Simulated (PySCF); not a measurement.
Job file and geometry (Å, from GFN2-xTB) of an NMR shielding run on `InChI=1S/H3P/h1H3`, GIAO PBE/Sadlej pVTZ NMR shielding, non-relativistic, gas phase in PySCF 2.14.0, density-fitted response routines; density fitting, a coarse starting grid and PySCF grid level 2 are the driver's defaults:

```
$ OMP_NUM_THREADS=1 python probes_run.py task.json out

{"job": {"kind": "nmr", "xc": "PBE", "basis": "Sadlej pVTZ", "pop": false}, "charge": 0, "multiplicity": 1}
P     -0.001477     0.003466     0.570380
H     -0.558658     1.008622    -0.205648
H      1.158342    -0.016325    -0.189555
H     -0.587973    -0.990990    -0.198030
```

Problem. What does the program print?

Solution. 
```
coarse grid: 3488 points
cycle   1  E = -342.9639243133  dE = -1.106e-01  |g| = 1.555e-01  |ddm| = 3.058e+00
cycle   2  E = -342.9656084056  dE = -1.684e-03  |g| = 9.520e-02  |ddm| = 5.489e-01
cycle   3  E = -342.9684635594  dE = -2.855e-03  |g| = 4.574e-02  |ddm| = 1.954e-01
cycle   4  E = -342.9690120398  dE = -5.485e-04  |g| = 5.509e-03  |ddm| = 5.229e-02
cycle   5  E = -342.9690252878  dE = -1.325e-05  |g| = 1.017e-03  |ddm| = 8.916e-03
cycle   6  E = -342.9690257455  dE = -4.577e-07  |g| = 7.390e-06  |ddm| = 1.382e-03
final grid: 28048 points
cycle   7  E = -342.9698853782  dE = -6.969e-06  |g| = 2.920e-03  |ddm| = 3.745e-02
cycle   8  E = -342.9698843852  dE =  9.930e-07  |g| = 3.163e-03  |ddm| = 6.887e-03
cycle   9  E = -342.9698873594  dE = -2.974e-06  |g| = 2.561e-04  |ddm| = 3.907e-03
cycle  10  E = -342.9698873874  dE = -2.803e-08  |g| = 4.333e-05  |ddm| = 3.605e-04
cycle  11  E = -342.9698873882  dE = -7.868e-10  |g| = 4.413e-06  |ddm| = 8.245e-05
converged SCF energy = -342.9698873882

GIAO shielding tensors (ppm)
atom      isotropic    diamagn.    paramagn.     s11        s22        s33       span
  0 P      627.414     979.094    -351.680    575.845    653.177    653.220     77.375
  1 H       30.626      34.455      -3.828     26.141     27.537     38.201     12.060
  2 H       30.626      34.446      -3.820     26.141     27.536     38.201     12.060
  3 H       30.624      34.454      -3.830     26.139     27.535     38.198     12.059
```

Size and cost of the density-fitted run: 59 basis functions, 1.1 s wall time on 1 thread of an Intel Xeon, shared host; peak memory 0.3 GiB.
